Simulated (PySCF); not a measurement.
A PySCF script (with the pyscf-properties extension) for the NMR shieldings of SMILES CBN, CH$_{6}$BN, on a PBE0-D3(BJ)/def2-SVP geometry:

```python
import basis_set_exchange as bse
import numpy as np
from pyscf import gto, dft
from pyscf.prop import nmr

atoms = """
C    -1.133027   -0.151119   -0.032809
B     0.296893    0.471640   -0.240510
N     1.465685   -0.230164    0.047987
H    -1.132317   -1.172088    0.381409
H    -1.734111    0.490414    0.634119
H    -1.677943   -0.170991   -0.992387
H     0.423736    1.602645   -0.669147
H     1.468952   -1.175186    0.411582
H     2.390030    0.158649   -0.080548
"""
names = dict.fromkeys(["C", "B", "N", "H"], "pcSseg-1")
basis = {el: gto.basis.parse(bse.get_basis(n, elements=[el], fmt="nwchem")) for el, n in names.items()}
mol = gto.M(atom=atoms, basis=basis, charge=0, verbose=0)
mf = dft.RKS(mol, xc="PBE0")
mf.grids.level = 2
mf.grids.alignment = dft.numint.BLKSIZE   # the property module wants whole blocks of grid points
mf.conv_tol = 1e-9
mf.kernel()

calc = nmr.RKS(mf)   # GIAO
C = mf.mo_coeff
Co = C[:, mf.mo_occ > 0]
resp = mf.gen_response(singlet=True, hermi=2)
def vind(x):   # induced exchange potential for any number of trial vectors
    d = np.einsum("pi,xij,qj->xpq", C, 2 * x.reshape(-1, C.shape[1], Co.shape[1]), Co, optimize=True)
    return np.einsum("xpq,pi,qj->xij", resp(d - d.transpose(0, 2, 1)), C, Co, optimize=True).ravel()
mo1, _ = nmr.rhf.solve_mo1(calc, with_cphf=vind)
sigma = calc.kernel(mo1)
for i, s in enumerate(sigma):   # ppm
    print("%2d %-2s %9.2f" % (i, mol.atom_pure_symbol(i), np.trace(s) / 3))
```

Question: What does it print?

Answer: 
```
 0 C     177.65
 1 B      58.93
 2 N     150.77
 3 H      31.22
 4 H      30.71
 5 H      30.74
 6 H      26.28
 7 H      27.41
 8 H      27.27
```

These numbers come from an equivalent density-fitted implementation of the same equations, which agrees with the script to about 0.01 ppm for H and up to a few tenths of a ppm for heavy atoms, so last digits may differ.

Size and cost of the density-fitted run: 81 basis functions, 3.1 s wall time on 1 thread of an Arm Neoverse V2, shared host.
